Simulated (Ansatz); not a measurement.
α-phase Ga was calculated with PBEsol in Ansatz (PAW).

Run with plane-wave cutoff 520 eV, 14×14×12 k mesh (along the axes of the cell as run), Fermi–Dirac smearing 0.05 eV, scalar-relativistic PAW data made under PBE.

Starting structure:

```
CELL_PARAMETERS angstrom
      2.26000    -3.83000     0.00000
      2.26000     3.83000     0.00000
      0.00000     0.00000     4.53000
ATOMIC_POSITIONS crystal
  Ga 0.15490 0.84510 0.91900
  Ga 0.34510 0.65490 0.41900
  Ga 0.65490 0.34510 0.58100
  Ga 0.84510 0.15490 0.08100
```

Into what structure does the relaxation of cell and atoms lead at this level, with the symmetry of the start kept?

The volume falls by 2.8 %; final space group Cmce.
```
CELL_PARAMETERS angstrom
      2.23437    -3.79931     0.00000
      2.23437     3.79931     0.00000
      0.00000     0.00000     4.49077
ATOMIC_POSITIONS crystal
  Ga 0.15585 0.84415 0.91686
  Ga 0.34415 0.65585 0.41686
  Ga 0.65585 0.34415 0.58314
  Ga 0.84415 0.15585 0.08314
```

Ansatz is a quantum-chemistry and plane-wave program.
